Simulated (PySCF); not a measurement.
## methyl carbanion: adiabatic energies of losing or gaining an electron at several levels

Structure: `[CH3-]` ([CH3]-).

All levels share the PBE0-D3(BJ)/ma-def2-SVP structures and the PBE0-D3(BJ)/ma-def2-SVP thermal terms; only the single-point energies (PySCF) change. Values are adiabatic energies of losing or gaining an electron (0 K, eV).

| level | detachment energy to the radical | abs. error | time |
| --- | --- | --- | --- |
| PBE0-D3(BJ)/6-31G | -1.56 | 1.58 | 0.81 s |
| HF/ma-def2-TZVP | -1.47 | 1.49 | 0.45 s |
| PBE0-D3(BJ)/6-31G* | -1.43 | 1.45 | 0.89 s |
| PBE0-D3(BJ)/def2-SV(P) | -1.03 | 1.06 | 0.9 s |
| PBE0-D3(BJ)/cc-pVDZ | -1.02 | 1.05 | 1 s |
| PBE0-D3(BJ)/def2-SVP | -1.01 | 1.03 | 1 s |
| PBE0-D3(BJ)/pcseg-1 | -0.74 | 0.76 | 0.97 s |
| PBE0-D3(BJ)/cc-pVTZ | -0.59 | 0.62 | 1.9 s |
| PBE0-D3(BJ)/def2-TZVP | -0.43 | 0.45 | 1.3 s |
| PBE0-D3(BJ)/def2-TZVPP | -0.42 | 0.45 | 2 s |
| PBE0-D3(BJ)/def2-SVPD | -0.40 | 0.42 | 1.2 s |
| PBE0-D3(BJ)/pcseg-2 | -0.30 | 0.33 | 1.9 s |
| BHandHLYP/ma-def2-TZVP | -0.29 | 0.31 | 1.5 s |
| PBE0-D3(BJ)/def2-TZVPD | -0.26 | 0.28 | 1.7 s |
| PBE0-D3(BJ)/def2-QZVP | -0.24 | 0.27 | 4.6 s |
| PBE0-D3(BJ)/def2-QZVPPD | -0.21 | 0.24 | 5.3 s |
| PBE0-D3(BJ)/6-31+G* | -0.18 | 0.20 | 0.97 s |
| LC-ωPBE/ma-def2-TZVP | -0.16 | 0.19 | 2.9 s |
| r2SCAN-D3(BJ)/ma-def2-TZVP (grid 3) | -0.14 | 0.17 | 4.7 s |
| PBE0-D3(BJ)/ma-def2-SVP | -0.14 | 0.16 | 1 s |
| PBE0-D3(BJ)/6-311+G** | -0.12 | 0.14 | 1.2 s |
| TPSSh-D3(BJ)/ma-def2-TZVP (grid 3) | -0.11 | 0.13 | 4.6 s |
| PBE0-D3(BJ)/6-311++G(2d,2p) | -0.09 | 0.12 | 1.7 s |
| HSE06/ma-def2-TZVP | -0.09 | 0.11 | 3.3 s |
| PBE0-D3(BJ)/ma-def2-TZVP | -0.08 | 0.11 | – |
| M06-L/ma-def2-TZVP (grid 3) | -0.08 | 0.10 | 4.8 s |
| PBE0-D3(BJ)/aug-cc-pVDZ | -0.07 | 0.10 | 1.4 s |
| PBE0-D3(BJ)/jun-cc-pV(T+d)Z | -0.07 | 0.09 | 2.4 s |
| PBE0-D3(BJ)/aug-cc-pVTZ | -0.07 | 0.09 | 3.4 s |
| PBE0-D3(BJ)/aug-cc-pVQZ | -0.06 | 0.08 | 9.3 s |
| TPSS-D3(BJ)/ma-def2-TZVP (grid 3) | -0.04 | 0.07 | 5.3 s |
| PBE0-D3(BJ)/aug-pcseg-1 | -0.03 | 0.06 | 1.5 s |
| OPBE/ma-def2-TZVP | -0.03 | 0.06 | 2 s |
| B97-2/ma-def2-TZVP | -0.01 | 0.04 | 1.6 s |
| M06-2X/ma-def2-TZVP (grid 3) | 0.00 | 0.02 | 4.1 s |
| CAM-B3LYP-D3(BJ)/ma-def2-TZVP | 0.01 | 0.01 | 2 s |
| M06/ma-def2-TZVP (grid 3) | 0.02 | 0.00 | 4.3 s |
| ωB97X-D3(BJ)/ma-def2-TZVP | 0.04 | 0.01 | 1.9 s |
| B3LYP-D3(BJ)/ma-def2-TZVP | 0.09 | 0.07 | 1.6 s |
| BLYP-D3(BJ)/ma-def2-TZVP | 0.12 | 0.09 | 2.1 s |
| ωB97M-D3(BJ)/ma-def2-TZVP (grid 3) | 0.12 | 0.10 | 4.1 s |
| PBE-D3(BJ)/ma-def2-TZVP | 0.14 | 0.12 | 2 s |
| BP86-D3(BJ)/ma-def2-TZVP | 0.26 | 0.24 | 2.1 s |
| LDA/ma-def2-TZVP | 0.43 | 0.41 | 1.6 s |
| ATcT 1.112 | 0.02 |  |  |

Times are wall times for all single points of a level on 1 thread of Arm Neoverse V2, a shared host; the dash marks the run that also made the structures. BLYP, BP86, HSE06, LC-ωPBE, LDA, M06-L, OPBE, PBE, TPSS, r2SCAN ran on a slower path of this set-up, which computes the density-fitting integrals anew in every SCF cycle while the other levels store them. So the times needn't show the usual order of cost, and those levels read slower than they are.

Hartree-Fock leaves out electron correlation, so its ionisation energies and electron affinities from energy differences come out too low, often by 1 eV or more.

The spread: 1.99 eV, from -1.56 to 0.43.

Caveats: the parent anion holds its electron weakly or not at all, so the values hang on the basis.
